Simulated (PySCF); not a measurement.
Isomers of C7H7 (doublet state). Computed, not measured: PBE0-D3(BJ)/def2-SVP geometry optimisation, gas phase (PySCF). One conformer each; no zero-point energy, no entropy. No frequencies were run at this level. Point groups hold within 0.08 Å. The open-shell SCF solutions weren't tested for stability.

Question: Order them by energy at this level, lowest first, and give relative energies in kJ/mol.
A. `[C:1]1=[CH:2][CH2:3][CH:4]=[CH:5][CH:6]=[CH:7]1` (doublet state) with C1–C2–C3–C4 68°, C2–C3–C4–C5 -63°, C4–C5–C6–C7 26°, C2–C1–C7–C6 -28°
B. `[C:1]1=[CH:2][CH:3]=[CH:4][CH2:5][CH:6]=[CH:7]1` (doublet state) with C1–C2–C3–C4 33°, C3–C4–C5–C6 -69°, C4–C5–C6–C7 65°, C2–C1–C7–C6 -33°
C. benzyl, `[CH2]c1ccccc1`
D. tropyl radical (`[CH]1C=CC=CC=C1`)
E. `C1=CC[C]2CC2=C1` [radical]
F. `[C:1]1=[CH:2][CH:3]=[CH:4][CH:5]=[CH:6][CH2:7]1` (doublet state) with C1–C2–C3–C4 -28°, C3–C4–C5–C6 31°, C5–C6–C7–C1 -61°, C2–C1–C7–C6 61°

Answer: C (0.0), D (73.7), A (219.2), B (223.3), F (226.5), E (271.2).

As drawn, the highest has a three-membered ring, which the lowest lacks. Neighbours under 21 kJ/mol apart ([C]1=CCC=CC=C1 and [C]1=CC=CCC=C1; [C]1=CC=CCC=C1 and [C]1=CC=CC=CC1) can change places with a better method, another conformer or zero-point energy.

| SMILES | E (Eh) | E rel (kJ/mol) | dipole (D) | point group | A, B, C (MHz) | ⟨S²⟩ |
| --- | --- | --- | --- | --- | --- | --- |
| [CH2]c1ccccc1 | -270.40634 | 0.0 | 0.05 | C2v | 5542, 2701, 1816 | 0.796 |
| [CH]1C=CC=CC=C1 | -270.37828 | 73.7 | 0.04 | C2v | 3718, 3713, 1858 | 0.784 |
| [C]1=CCC=CC=C1 | -270.32286 | 219.2 | 0.99 | – | 4052, 3586, 2078 | 0.800 |
| [C]1=CC=CCC=C1 | -270.32131 | 223.3 | 1.13 | – | 4044, 3606, 2104 | 0.780 |
| [C]1=CC=CC=CC1 | -270.32006 | 226.5 | 0.69 | – | 3984, 3604, 2055 | 0.774 |
| C1=CC[C]2CC2=C1 | -270.30304 | 271.2 | 0.77 | Cs | 5059, 3071, 1959 | 0.804 |
